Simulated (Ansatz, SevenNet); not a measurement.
# How well does each level of theory give the formation enthalpy of rock-salt SnTe (cubic form, which distorts at low temperature)?

Reference value: -0.315 ± 0.004 eV/atom (measured, 298 K, copied from a table, unchecked, not corrected to a static lattice; as tabulated in Wang et al. (2021), doi:10.1038/s41598-021-94550-5).

Problem. What do SevenNet-l3i5, LDA, PBE, PBE-D3(BJ), PBEsol-D3(BJ), r²SCAN-D4, HSE06 give, and how far is each from the reference?

Solution. 
```json
[
 {"level (code)": "SevenNet-l3i5", "value (eV/atom)": "-0.312", "difference (eV/atom)": "+0.003"},
 {"level (code)": "LDA (Ansatz)", "value (eV/atom)": "-0.272", "difference (eV/atom)": "+0.043"},
 {"level (code)": "PBE (Ansatz)", "value (eV/atom)": "-0.308", "difference (eV/atom)": "+0.007"},
 {"level (code)": "PBE-D3(BJ) (Ansatz)", "value (eV/atom)": "-0.289", "difference (eV/atom)": "+0.026"},
 {"level (code)": "PBEsol-D3(BJ) (Ansatz)", "value (eV/atom)": "-0.253", "difference (eV/atom)": "+0.062"},
 {"level (code)": "r²SCAN-D4 (Ansatz)", "value (eV/atom)": "-0.322", "difference (eV/atom)": "-0.007"},
 {"level (code)": "HSE06 (Ansatz)", "value (eV/atom)": "-0.328", "difference (eV/atom)": "-0.013"}
]
```

Any of these levels can be the nearest once the reference is moved by up to 0.100 eV/atom (a margin picked here for doubts on the reference and the settings, and for temperature and zero-point motion) and values within 0.010 eV/atom count as equal.

The measured value isn't corrected to a static lattice, so vibrations enter the comparison.  Density-functional levels without +SOC have no spin–orbit coupling, which shifts binding energies of heavy elements. LDA, PBE, PBE-D3(BJ), PBEsol-D3(BJ), r²SCAN-D4, HSE06: symmetry holds this phase in the static calculation, where it need not be a minimum. PBE-D3(BJ): a distance lies near a switch of the dispersion term, which can move the cell. HSE06: exact exchange on metals is sensitive to the k mesh and can open a false gap. HSE06: the run warned that the count of filled bands differs between k points. Each level is taken at its own relaxed cell. Ansatz's density-functional and Hartree–Fock values are scalar-relativistic unless marked +SOC, with PAW data made under PBE.

Machine-learned potentials (SevenNet-l3i5) are trained on DFT data: a solid inside that data is no test of them.

Differences are worked out from the printed values.

Ansatz is a quantum-chemistry and plane-wave program.
